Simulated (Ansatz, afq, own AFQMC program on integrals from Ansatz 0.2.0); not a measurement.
## CH2B, quartet in aug-cc-pVDZ, levels against CCSDT(Q)

```xyz
4

B     0.0000    0.0000    0.8265
C     0.0000    0.0000   -0.5553
H     0.0000   -0.9252   -1.1237
H     0.0000    0.9252   -1.1237
```

Connectivity, by distances: B–CH2.

Basis aug-cc-pVDZ. Only valence electrons are correlated. AFQMC by an in-house program on the Cholesky factors that Ansatz 0.2.0 writes for its CCSD(T) run. The CISD trial takes its coefficients from CCSD amplitudes. Released means that phaseless walkers are propagated on without the constraint, phases kept. ± is one standard error of the sampling.

Determinant: UHF, the one that the program's search chose, which needn't be the lowest solution. The geometry is a PBE0/def2-TZVP stationary point of this or a neighbouring charge and spin state.

No full CI on the walks' own integrals is used here; CCSDT(Q) serves as the reference and is uncertain by about the last step of the cluster series.

Cautions: another spin lies lower (by 2.41 eV).

- T1 diagnostic: 0.0147
- weight of the determinant in the CISD state: 0.919
- ⟨S²⟩ of the determinant: 3.754
- size of the correlated space: 9 electrons in 62 orbitals

Reference: CCSDT(Q), correlation energy -5.057 eV. The released energy is read at 2.40 1/Eh (meV from the phaseless value at times in 1/Eh: -4.0 ± 1.8 at 0.24, -2.4 ± 1.7 at 0.51, -4.0 ± 2.1 at 0.99, 1.1 ± 1.7 at 1.62, -1.0 ± 2.3 at 2.40).

| level | E − E(reference) (meV) | share of correlation (%) |
| --- | --- | --- |
| HF | 5056.8 | 0.00 |
| MP2 | 877.0 | 82.66 |
| CCSD | 161.4 | 96.81 |
| CCSD(T) | 27.2 | 99.46 |
| CCSDT | 5.9 | 99.88 |
| ph-AFQMC/CISD | 4.0 ± 2.9 | 99.92 |
| released AFQMC | 3.0 ± 2.3 | 99.94 |

A walk keeps the symmetry of its determinant, which the program's search chose and which needn't be the lowest solution, so a lower state of the same spin and another symmetry isn't excluded. Released energies are given only where the last usable release times agree within the noise; a slower fall can still hide under it.
